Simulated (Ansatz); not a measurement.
**Telling isomers of C2H5O− apart by their spectra**

These gas-phase data were calculated for one isomer of C2H5O− at PBE-D3(BJ)/def2-SVPD (harmonic, unscaled wavenumbers; equilibrium rotational constants with average atomic masses):

```
rotational constants            : 38.15, 9.546, 8.467 GHz
all wavenumbers above 1500 cm⁻¹ : 2996, 2968, 2867, 2465, 2385
```

Candidates:

(1) `C[CH-]O`, a singlet
(2) `[CH2-]CO`, a singlet
(3) `CC[O-]`, a singlet

Assign the data to one candidate and say why.

Candidate (3). No mode falls between 3300 and 4000 cm⁻¹, where the O–H stretch of (1), (2) would stand.

The same quantities for all candidates:

```tsv
	rotational constants (GHz)	wavenumbers above 1500 cm⁻¹	E above the lowest, PBE-D3(BJ)/def2-SVPD (kcal/mol)
(1)	37.75, 9.128, 8.081	3821, 2950, 2879, 2780, 2599	40.0
(2)	37.1, 9.315, 8.259	3452, 3041, 2977, 2867, 2836	25.3
(3)	38.15, 9.546, 8.467	2996, 2968, 2867, 2465, 2385	0.0
```

Each candidate is one conformer. Programs: Ansatz 0.2.0.
